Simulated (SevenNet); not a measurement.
hcp Re

The numbers are results of the machine-learned potential SevenNet-0 (trained on PBE and PBE+U data), not measurements.

Cell (relaxed at this level):

Re has the hexagonal space group P6₃/mmc (No. 194), the hcp (Mg type) structure, Pearson symbol hP2. Conventional cell: a = 2.7961 Å, b = 2.7961 Å, c = 4.4581 Å, α = 90.00°, β = 90.00°, γ = 120.00°. Re on 2c is surrounded by 12 Re at 2.752–2.796 Å (anticuboctahedral). (Neighbours: up to the widest gap in distance over summed covalent radii, below 1.35, at either atom.)

For hcp Re, the lattice parameter a is 2.796 Å, the c axis length is 4.458 Å and the volume per atom is 15.09 Å³/atom.

Measured, for comparison: lattice constant a 2.761 Å, lattice parameter c 4.458 Å (293 K, not corrected to a static lattice; as tabulated in Wikipedia's data pages). Computed (rounded) less measured: lattice constant a +1.3 %, lattice parameter c 0.0 %.

A machine-learned potential is trained on density-functional data: it inherits that level's misses and adds fitting errors of its own.
